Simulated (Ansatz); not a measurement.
Geometry optimisation, RKS PBE0-D4/def2-SVP (Ansatz).

Input file:

```yaml
crystal:
  periodic: [false, false, false]
  atoms:
    - { symbol: B, position_ang: [0.065818, 0.436574, 0.015942] }
    - { symbol: H, position_ang: [-0.169151, 0.418603, 1.192864] }
    - { symbol: H, position_ang: [1.177052, 0.709206, -0.362382] }
    - { symbol: H, position_ang: [-0.842636, 0.298324, -0.766387] }
    - { symbol: O, position_ang: [0.294329, -2.067968, 0.666392] }
    - { symbol: Si, position_ang: [-0.726456, -3.159254, -0.100947] }
    - { symbol: H, position_ang: [0.057214, -4.404076, -0.326249] }
    - { symbol: H, position_ang: [-1.915215, -3.449526, 0.758379] }
    - { symbol: H, position_ang: [-1.194023, -2.622366, -1.413079] }
    - { symbol: H, position_ang: [-0.101633, -1.440919, 1.312367] }
basis:
  gaussian: { orbitals: def2-SVP }
hamiltonian:
  xc: pbe0
  dispersion: d4
relax:
  f_tol: 0.03
  max_steps: 50
```

Command:

```bash
$ ansatz run input.yaml --threads 2 --pin off --max-ram 3072MiB --backend cpu --events-out ev --progress --plain --runs-dir out
```

Problem. Where does it end, and by what steps?

Solution. The forces met the threshold. The force dipped under the threshold on the way, but the program's further checks kept it going. After 16 steps the energy has fallen by 0.708 eV; H10 moved furthest, 1.09 Å. Joined: B1–O5 (2.60 → 1.64 Å).

| step | energy less start (eV) | largest force component (eV/Å) | accepted |
| --- | --- | --- | --- |
| 0 | 0.0000 | 0.876 | yes |
| 1 | -0.1208 | 0.999 | yes |
| 2 | -0.2273 | 1.136 | yes |
| 3 | -0.3643 | 3.000 | yes |
| 4 | -0.4956 | 1.916 | yes |
| 5 | -0.5114 | 1.097 | yes |
| 6 | -0.5770 | 0.475 | yes |
| 7 | -0.6115 | 0.317 | yes |
| 8 | -0.6492 | 0.082 | yes |
| 9 | -0.6671 | 0.314 | yes |
| 10 | -0.6787 | 0.280 | yes |
| 11 | -0.6983 | 0.129 | yes |
| 12 | -0.7057 | 0.053 | yes |
| 13 | -0.7049 | 0.208 | no |
| 14 | -0.7078 | 0.023 | yes |
| 15 | -0.7080 | 0.056 | yes |
| 16 | -0.7084 | 0.021 | yes |

```xyz
10
Properties=species:S:1:pos:R:3
B -0.136 -0.115 0.165
H -0.527 0.235 1.268
H 0.788 0.522 -0.303
H -1.053 -0.324 -0.630
O 0.422 -1.648 0.370
Si -0.745 -2.796 -0.175
H -0.191 -4.104 0.282
H -2.058 -2.542 0.468
H -0.773 -2.717 -1.652
H 0.919 -1.792 1.183
```

The run took 26 s on 2 threads of Arm Neoverse V1, with other jobs on the host, peak memory 0.15 GiB.
